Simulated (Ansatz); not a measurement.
# Changing the shape of C2 (charge -1), doublet

Computed with Ansatz's Gaussian-basis code (development build). Basis cc-pVDZ, nonrelativistic, 2 orbitals frozen in the corrections; active space CAS(9,8). Restricted Hartree–Fock, then the lowest state-specific CASSCF solution met for each case. Single-reference values can break down or jump between states where bonds are stretched. Unlike active orbitals can shift such differences by tenths of an eV, at times by over 1 eV.

Case A: bond length 1.2674 Å.

Case B: bond length 1.1660 Å.

Case C: bond length 1.3688 Å.

Energy less that of case A, in eV:

```tsv
case	RHF/ROHF
B	+0.808
C	+0.157
```

**Question.** What does SC-NEVPT2 give for these differences?

**Answer.** B: +0.748 eV (17.2 kcal/mol); C: +0.113 eV (2.6 kcal/mol).

**Question.** Which case is lowest, and do the methods agree?

**Answer.** A is lowest in SC-NEVPT2. Of the methods shown, RHF/ROHF agrees.
